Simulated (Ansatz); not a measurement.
Li2H2 was relaxed with PBE-D4 (def2-TZVP) in Ansatz in these states: charge +1 doublet, neutral quintet, neutral singlet, neutral triplet. The geometries follow in no particular order.

A:

Cartesian coordinates in Å:
```
Li -0.2070 -1.2316 -1.0412
Li 0.2069 1.2318 1.0410
H -0.6406 0.0299 0.0920
H 0.6406 -0.0300 -0.0918
```

B:

```csv
atom,x (Å),y (Å),z (Å)
Li1,1.0185,-0.2404,0.4548
Li2,-1.0212,0.2484,-0.4442
H3,0.5292,1.0281,-0.6413
H4,-0.5265,-1.0361,0.6308
```

C:

Cartesian coordinates in Å:
```
Li 0.126 1.730 0.042
Li -0.127 -1.730 -0.041
H -0.321 0.033 -0.411
H 0.322 -0.033 0.410
```

D:

Cartesian coordinates in Å:
```
Li 0.2342 1.7174 1.0886
Li -0.5100 -1.8050 0.8193
H -2.4779 0.6233 -1.3055
H 2.7537 -0.5357 -0.6025
```

Q: Judge from the bond lengths which geometry belongs to which state (an estimate).

A: A is the charge +1 doublet (Li1–H3 1.750 Å, Li2–H4 1.750 Å, Li2–H3 1.750 Å); B is the neutral singlet (Li1–H3 1.746 Å, Li2–H4 1.747 Å, Li2–H3 1.747 Å); C is the neutral triplet (Li1–H3 1.812 Å, Li2–H4 1.812 Å, Li2–H3 1.812 Å); D is the neutral quintet (Li1–H3 3.779 Å, Li2–H4 3.779 Å, Li2–H3 3.779 Å).

At PBE-D4/def2-TZVP the gap within one spin of the charge 0 triplet nearly closes, so an electron or hole may be smeared out by delocalisation error. At PBE0-D4/def2-TZVP a singlet lies 2.90 eV below the neutral triplet. At PBE0-D4/def2-TZVP a singlet lies 6.40 eV below the neutral quintet. In the charge 1 doublet, H3 and H4 lie 1.30 Å apart (atoms count from 1), so these atoms are partly bonded to each other. In the triplet, H3 and H4 lie 1.04 Å apart (atoms count from 1), so these atoms are partly bonded to each other. These are the stationary points nearest to one start from a short search; other shapes may lie lower in each state. The neutral quintet has come apart into loosely held pieces.
